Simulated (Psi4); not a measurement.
**B3LYP/6-311++G(3df,3pd) (sweep point 9) run of ClF (chlorine monofluoride)**

What is the energy change on altering one bond length of ClF (chlorine monofluoride) at B3LYP/6-311++G(3df,3pd) (sweep point 9)? Input form: a Python script.

The results are computed with Psi4 1.11.

1 further run of the same task is left out (it didn't finish).

## 1. The system as given

ClF has 2 atoms, charge 0, and is taken as a singlet. As SMILES, `FCl`. The coordinates come from a PBE0-D4/def2-TZVP relaxation.

Bond lengths: F1–Cl2 1.620 Å.

## 2. The energy at B3LYP/6-311++G(3df,3pd) (sweep point 9)

run.py reads:

```python
import psi4

psi4.set_memory('1600 MB')
psi4.set_num_threads(1)
psi4.set_output_file('run.log', False)

geom = psi4.geometry("""
0 1
F      0.000000     0.000000     0.031290
Cl     0.000000     0.000000     1.650960
symmetry c1
""")

psi4.set_options(dict(basis='6-311++G(3df,3pd)', puream=True, scf_type='pk', dft_radial_points=99, dft_spherical_points=590))

result = psi4.energy('B3LYP', molecule=geom)
print(f'B3LYP energy: {result:.10f} Eh')
```

Run with:

```bash
$ python run.py
```

run.log (excerpt; [...] marks lines left out):

```text
[...]
  Running in c1 symmetry.
[...]
  Nuclear repulsion =   49.988030421326577
[...]
  Multiplicity = 1
[...]
  Nalpha       = 13
  Nbeta        = 13
[...]
    Number of basis functions: 86
[...]
   @RKS iter   1:  -560.00217662646742   -1.13695e-01   3.52407e-03 DIIS/ADIIS
[...]
   @RKS iter   8:  -560.02637227697346   -3.41095e-09   3.33936e-08 DIIS
[...]
    Orbital Energies [Eh]
    ---------------------
    Doubly Occupied:
       1A   -101.640110     2A    -24.742302     3A     -9.548336
       4A     -7.318750     5A     -7.300624     6A     -7.300624
       7A     -1.257699     8A     -0.842631     9A     -0.550909
      10A     -0.502166    11A     -0.502166    12A     -0.338650
      13A     -0.338650
[...]
  @RKS Final Energy:  -560.02637227697346
   => Energetics <=
    Nuclear Repulsion Energy =             49.9880304213265774
    One-Electron Energy =                -873.4672470747973421
    Two-Electron Energy =                 294.6093882874585574
    DFT Exchange-Correlation Energy =     -31.1565439109612008
    Empirical Dispersion Energy =           0.0000000000000000
    VV10 Nonlocal Energy =                  0.0000000000000000
    Total Energy =                       -560.0263722769733477
[...]
 Multipole Moments:
 ------------------------------------------------------------------------------------
     Multipole            Electronic (a.u.)      Nuclear  (a.u.)        Total (a.u.)
 ------------------------------------------------------------------------------------
 L = 1.  Multiply by 2.5417464519 to convert [e a0] to [Debye]
 Dipole X            :         -0.0000000            0.0000000           -0.0000000
 Dipole Y            :         -0.0000000            0.0000000           -0.0000000
 Dipole Z            :         -0.1378555            0.4680760            0.3302205
 Magnitude           :                                                    0.3302205
[...]
```

On the terminal:

```text
B3LYP energy: -560.0263722770 Eh
```

Wall time 6 s (1 thread of Intel Xeon Platinum 8488C (Sapphire Rapids), shared host); peak memory 0.54 GiB.

## 3. The distorted shape at the same level

clf.py reads:

```python
import psi4

psi4.set_memory('1600 MB')
psi4.set_num_threads(1)
psi4.set_output_file('run.log', False)

molecule = psi4.geometry("""
0 1
F      0.000000     0.000000    -1.264440
Cl     0.000000     0.000000     1.650960
symmetry c1
""")

psi4.set_options({
    'basis': '6-311++G(3df,3pd)',
    'puream': True,
    'scf_type': 'pk',
    'dft_radial_points': 99,
    'dft_spherical_points': 590,
})

e_tot = psi4.energy('b3lyp')
print(f'total energy {e_tot:.8f} hartree = {e_tot * 27.211386:.5f} eV')
```

Run with:

```bash
$ python clf.py
```

run.log (excerpt; [...] marks lines left out):

```text
[...]
  Running in c1 symmetry.
[...]
  Nuclear repulsion =   27.771185165846884
[...]
  Multiplicity = 1
[...]
  Nalpha       = 13
  Nbeta        = 13
[...]
    Number of basis functions: 86
[...]
   @RKS iter   1:  -559.58088601438055   -1.01880e-01   8.03568e-03 DIIS/ADIIS
[...]
   @RKS iter  12:  -559.88208532535691   -2.20480e-08   2.34032e-07 DIIS
[...]
    Orbital Energies [Eh]
    ---------------------
    Doubly Occupied:
       1A   -101.673999     2A    -24.721647     3A     -9.580372
       4A     -7.351192     5A     -7.332847     6A     -7.332847
       7A     -1.144034     8A     -0.875959     9A     -0.419976
      10A     -0.418504    11A     -0.418504    12A     -0.396315
      13A     -0.396315
[...]
  @RKS Final Energy:  -559.88208532535691
   => Energetics <=
    Nuclear Repulsion Energy =             27.7711851658468838
    One-Electron Energy =                -829.0829528356857736
    Two-Electron Energy =                 272.4379145871297396
    DFT Exchange-Correlation Energy =     -31.0082322426477219
    Empirical Dispersion Energy =           0.0000000000000000
    VV10 Nonlocal Energy =                  0.0000000000000000
    Total Energy =                       -559.8820853253569112
[...]
 Multipole Moments:
 ------------------------------------------------------------------------------------
     Multipole            Electronic (a.u.)      Nuclear  (a.u.)        Total (a.u.)
 ------------------------------------------------------------------------------------
 L = 1.  Multiply by 2.5417464519 to convert [e a0] to [Debye]
 Dipole X            :          0.0000000            0.0000000            0.0000000
 Dipole Y            :         -0.0000000            0.0000000           -0.0000000
 Dipole Z            :          0.1803882            0.8425351            1.0229232
 Magnitude           :                                                    1.0229232
[...]
```

On the terminal:

```text
total energy -559.88208533 hartree = -15235.16754 eV
```

It took 6.3 s on 1 thread of Intel Xeon Platinum 8488C (Sapphire Rapids), shared host; peak memory 0.51 GiB.

## 4. Results

At B3LYP/6-311++G(3df,3pd) (sweep point 9):

```
                                                          quantity          value
                                         first shape: total energy  -560.02637 Eh
                                        first shape: dipole moment         0.84 D
                                          first shape: HOMO energy       -9.22 eV
                                          first shape: LUMO energy       -3.43 eV
                                        first shape: HOMO–LUMO gap        5.78 eV
                                     distorted shape: total energy  -559.88209 Eh
                                    distorted shape: dipole moment         2.60 D
                                      distorted shape: HOMO energy      -10.78 eV
                                      distorted shape: LUMO energy       -9.25 eV
                                    distorted shape: HOMO–LUMO gap        1.53 eV
energy change with the F1–Cl2 bond stretched from 1.620 to 2.915 Å       3.926 eV
```

What this shows: One bond (distorted shape) is far stretched, which a spin-restricted single reference describes badly; a broken-symmetry solution may lie lower. With the F1–Cl2 bond stretched from 1.620 to 2.915 Å the energy rises by 3.93 eV (91 kcal/mol). The first shape isn't relaxed at this level, so the change isn't measured from a minimum. A restricted reference can't describe the breaking bond well at this length.
